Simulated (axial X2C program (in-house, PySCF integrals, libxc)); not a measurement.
# MgSi⁻: cheaper levels and CCSD(T), two-component

Calculated with an in-house relativistic program for diatomic molecules. Two-component (2c) means X2C with spin–orbit coupling and atomic mean-field two-electron Coulomb and Gaunt terms. Basis: Si dyall-av3z [9s8p3d2f], Mg dyall-av3z [10s9p6d4f] (cores contracted in-house); Gaussian nuclei, density fitting, unrestricted open shells. Masses: Si 27.977 u, Mg 23.985 u.

State: Ω = 3/2 (⟨Sz⟩ = 1.50, ⟨Lz⟩ = 0.00 at HF); fragments Si- + Mg.

| level | Re (Å) | ωe (cm⁻¹) | De (eV) |
| --- | --- | --- | --- |
| HF | 2.874 | 182.2 | 0.575 |
| MP2 | 2.722 | 223.6 | 0.861 |
| CCSD | 2.737 | 223.3 | 0.853 |
| BHandHLYP | 2.707 | 229.7 | 0.820 |

Correlated methods: 7 electrons correlated (number of frozen shells: Si 2 s, 1 p; Mg 2 s, 1 p), 277 virtual spin orbitals or spinors in MP2, 90 natural virtuals in coupled cluster.

CCSD(T), same Hamiltonian and basis:

Re = 2.709 Å, ωe = 236.3 cm⁻¹, De = 0.94 eV; T1 = 0.033 (Lee–Taylor normalisation).

Task: Give the differences from CCSD(T) in the columns below.

Result: 

```json
{"level": "HF", "ΔRe (Å)": "0.165", "Δωe (cm⁻¹)": "-54.1", "ΔDe (eV)": "-0.36"}
{"level": "MP2", "ΔRe (Å)": "0.013", "Δωe (cm⁻¹)": "-12.7", "ΔDe (eV)": "-0.08"}
{"level": "CCSD", "ΔRe (Å)": "0.028", "Δωe (cm⁻¹)": "-13.0", "ΔDe (eV)": "-0.09"}
{"level": "BHandHLYP", "ΔRe (Å)": "-0.002", "Δωe (cm⁻¹)": "-6.6", "ΔDe (eV)": "-0.12"}
```

The state is one determinant whose occupation by symmetry is held fixed; it was picked as the lowest of a PBE0 search that is not exhaustive. Dissociation energies refer to the lowest single-determinant-based atoms at the same level and basis. Density functionals use the spin component along the axis (collinear). CCSD and (T) use frozen natural virtuals with an MP2 correction for the truncation; (T) itself is uncorrected, so its De runs slightly low. Other states lie close and PBE0, whose exact exchange favours high spin, may order them wrongly; the determinant shown need not be the ground state. The nearest other 2c determinant of the search, Ω = 1/2, lies 0.21 eV up at the distance of the search. The functionals have no current-density term, which raises determinants with orbital currents, atoms included. With several unpaired electrons one determinant need not be a pure state. This is the top spin component of a Σ state; components of lower Ω are not single determinants and can lie lower. Hartree–Fock gets electron affinities wrong, so its lowest charge split need not be the true one.
